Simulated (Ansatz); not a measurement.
Working through a comparison of dispersion corrections of C4H5F, SMILES CC1=CC1F

Computed with Ansatz 0.2.0 through its Python package.

Typed at the interpreter:
```pycon
>>> from dataclasses import dataclass
>>> import ansatz as az
>>> @dataclass(frozen=True)
... class Settings:
...     basis_set: str = "def2-SVP"
...
>>> cfg = Settings()
>>> system = (
...     az.Crystal.molecule()
...     .atom("C", (-1.1354, -0.8131, -0.3504))
...     .atom("C", (0.0178, -0.1585, 0.1279))
...     .atom("C", (0.9854, 0.0096, 0.9321))
...     .atom("C", (0.9974, 0.9173, -0.1721))
...     .atom("F", (0.5169, 2.1938, 0.0562))
...     .atom("H", (-1.9987, -0.024, -0.4144))
...     .atom("H", (-1.0048, -1.1774, -1.3604))
...     .atom("H", (-1.4634, -1.5677, 0.2862))
...     .atom("H", (1.5484, -0.258, 1.8636))
...     .atom("H", (1.6196, 0.8267, -0.9658))
... )
>>> calc = system.calculation().basis(gaussian=cfg.basis_set)
>>> for name in ["pbe", "blyp"]:
...     for correction in ("d3bj", "d4"):
...         data = calc.functional(name, dispersion=correction).run().report
...         print(f"{name:8s} {correction:5s} total {data['free_energy_ev']:.5f} eV, of which dispersion {1000 * data['dispersion']['energy']['ev']:.2f} meV")
...
pbe      d3bj  total -6930.30188 eV, of which dispersion -171.18 meV
pbe      d4    total -6930.29494 eV, of which dispersion -164.24 meV
blyp     d3bj  total -6936.15458 eV, of which dispersion -357.28 meV
blyp     d4    total -6936.16891 eV, of which dispersion -371.62 meV
```

Caveats:
- Total energies depend on the basis set; only differences at equal settings carry meaning.
- The geometry is a force-field or estimated start, not a minimum of this method, and the basis set is short of its limit. D4 holds the three-body term, and d3bj doesn't.
- Wall time of the script: 7.9 s on 1 thread of Arm Neoverse V2, with other jobs on the host, peak memory 0.18 GiB.
